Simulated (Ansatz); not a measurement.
**B2H (quartet): wave-function methods side by side at distance B1–H3 = 1.588 Å, 6-31G**

Aim: climb from Hartree-Fock through coupled cluster and multireference methods for B2H (quartet) at one geometry and basis, and see what each rung misses.

Method: 6-31G, core rule «outside noble gas», up to 2 orbitals frozen; program: Ansatz 0.2.0, Gaussian basis.

To be run: UHF; CCSD(T) on ROHF; CCSD(T) on UHF; BCCD(T) on ROHF; CISD; CCSDT(Q) on ROHF; CCSDT(Q) on UHF; CISDTQ; CCSDTQ on ROHF; CCSDTQ on UHF; CASSCF and MRCISD+Q, 5 electrons in 5 orbitals; CASSCF and NEVPT2, 5 electrons in 5 orbitals; CASSCF and MRCISD+Q, 7 electrons in 9 orbitals; CASSCF and NEVPT2, 7 electrons in 9 orbitals; Full CI.

24 further runs of the same task are left out: 2 for a known fault of the program, 17 that didn't finish, 5 set aside as unsound or not needed.

## 1. What is computed

The geometry derives from a PBE0/def2-TZVP stationary point (not a proven minimum). One bond is set to the value named and the two fragments are kept rigid.

3 atoms, charge 0, spin multiplicity 4.

Atoms are counted from 1 here; the program's logs count them from 0.

Bond lengths: B1–B2 1.520 Å.

## 2. UHF

in.yaml

```yaml
crystal:
  periodic: [false, false, false]
  atoms:
    - {symbol: B, position_ang: [0.000000, 0.000000, -0.022524]}
    - {symbol: B, position_ang: [0.000000, 0.000000, -1.542951]}
    - {symbol: H, position_ang: [0.000000, 0.000000, 1.565476]}
basis:
  gaussian: {orbitals: 6-31G}
magnetization: {spin_polarized: true, initial_magnetization: 3}
hamiltonian: {xc: hf}
output: {orbitals: {seedname: orbitals}}
```

Command:

```
ansatz run in.yaml --threads 1 --pin off --events-out ev --progress --plain --max-ram 2393MiB
```

The runs that follow: CCSD(T) on ROHF; CCSD(T) on UHF; BCCD(T) on ROHF; CISD; CCSDT(Q) on ROHF; CCSDT(Q) on UHF; CISDTQ; CCSDTQ on ROHF; CCSDTQ on UHF; CASSCF and MRCISD+Q, 5 electrons in 5 orbitals; CASSCF and NEVPT2, 5 electrons in 5 orbitals; CASSCF and MRCISD+Q, 7 electrons in 9 orbitals; CASSCF and NEVPT2, 7 electrons in 9 orbitals; Full CI.

**Question.** What will the summary of the whole plan be? Wanted: FCI below the RHF energy; RMP2 from FCI; UMP2 from FCI; RCCSD from FCI; RCCSD(T) from FCI; UCCSD(T) from FCI; RCCSDT(Q) from FCI; UCCSDT(Q) from FCI; NEVPT2 pair from FCI.

As calculated:

| quantity | value |
| --- | --- |
| FCI below the RHF energy | -2.7152 eV |
| RMP2 from FCI | +18.21 kcal/mol |
| UMP2 from FCI | +17.95 kcal/mol |
| RCCSD from FCI | +2.31 kcal/mol |
| RCCSD(T) from FCI | +0.71 kcal/mol |
| UCCSD(T) from FCI | +0.70 kcal/mol |
| RCCSDT(Q) from FCI | +0.04 kcal/mol |
| UCCSDT(Q) from FCI | +0.03 kcal/mol |
| NEVPT2 pair from FCI | +14.65 kcal/mol |
| MRCISD+Q pair from FCI | +0.38 kcal/mol |
| NEVPT2 valence from FCI | +4.25 kcal/mol |
| levels within 1 kcal/mol (43 meV) | RCCSD(T), UCCSD(T), BCCD(T), RCCSDT, UCCSDT, CISDTQ, RCCSDT(Q), UCCSDT(Q), RCCSDTQ, UCCSDTQ, MRCISD+Q pair, MRCISD valence, MRCISD+Q valence |
| T1 diagnostic | 0.025 |
| effectively unpaired electrons | 3.05 |

RCCSD(T) misses by +0.71 kcal/mol, 1.1 % of the correlation energy. One determinant dominates. Of the multireference levels listed MRCISD+Q valence comes nearest in total energy (+0.11 kcal/mol), which doesn't show that its space is the better one. These misses are within one basis, not against nature; the frozen cores of restricted and unrestricted runs differ, which can shift their rows.
